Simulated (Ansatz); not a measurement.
Relaxation of CH7ClSi (10 atoms, charge 0, multiplicity 1), to a largest force component of 0.03 eV/Å in at most 50 steps.

Level of theory: RKS revPBE/6-31G* in Ansatz.

```xyz
10
Properties=species:S:1:pos:R:3
Si 0.142 -0.026 0.169
C 0.193 -0.040 2.056
H -0.675 -0.505 2.558
H 1.061 -0.646 2.375
H 0.342 0.971 2.477
H 1.564 -0.118 -0.317
H -0.430 1.240 -0.388
H -0.603 -1.210 -0.366
Cl -3.075 0.496 0.914
H -2.043 0.489 1.766
```

Question: Where does it end, and by what steps?

Answer: The forces met the threshold. The force dipped under the threshold on the way, but the program's further checks kept it going. After 28 steps the energy has fallen by 0.327 eV; H10 moved furthest, 1.40 Å.

| step | energy less start (eV) | largest force component (eV/Å) | accepted |
| --- | --- | --- | --- |
| 0 | 0.0000 | 0.946 | yes |
| 1 | -0.1205 | 0.668 | yes |
| 2 | -0.1796 | 0.596 | yes |
| 3 | -0.2146 | 0.620 | yes |
| 4 | -0.2507 | 0.238 | yes |
| 5 | -0.2666 | 0.251 | yes |
| 6 | -0.2747 | 0.347 | yes |
| 7 | -0.2759 | 0.571 | yes |
| 8 | -0.2953 | 0.102 | yes |
| 9 | -0.2965 | 0.124 | yes |
| 10 | -0.3017 | 0.069 | yes |
| 11 | -0.2668 | 1.027 | no |
| 12 | -0.3051 | 0.028 | yes |
| 13 | -0.3054 | 0.276 | yes |
| 14 | -0.3124 | 0.026 | yes |
| 15 | -0.3084 | 0.398 | no |
| 16 | -0.3139 | 0.100 | yes |
| 17 | -0.3150 | 0.191 | yes |
| 18 | -0.3168 | 0.199 | yes |
| 19 | -0.3184 | 0.065 | yes |
| 20 | -0.3205 | 0.061 | yes |
| 21 | -0.3213 | 0.224 | yes |
| 22 | -0.3224 | 0.207 | yes |
| 23 | -0.3247 | 0.093 | yes |
| 24 | -0.3259 | 0.004 | yes |
| 25 | -0.3265 | 0.031 | yes |
| 26 | -0.3264 | 0.130 | no |
| 27 | -0.3256 | 0.097 | no |
| 28 | -0.3268 | 0.008 | yes |

```xyz
10
Properties=species:S:1:pos:R:3
Si 0.294 -0.074 0.246
C 0.528 -0.257 2.122
H -0.401 -0.609 2.603
H 1.326 -0.985 2.346
H 0.806 0.707 2.581
H 1.534 0.448 -0.421
H -0.816 0.906 -0.059
H -0.079 -1.381 -0.395
Cl -3.889 0.865 1.477
H -2.828 1.031 0.745
```

The run took 61 s on 1 thread of Arm Neoverse V2 (shared host), peak memory 0.13 GiB.
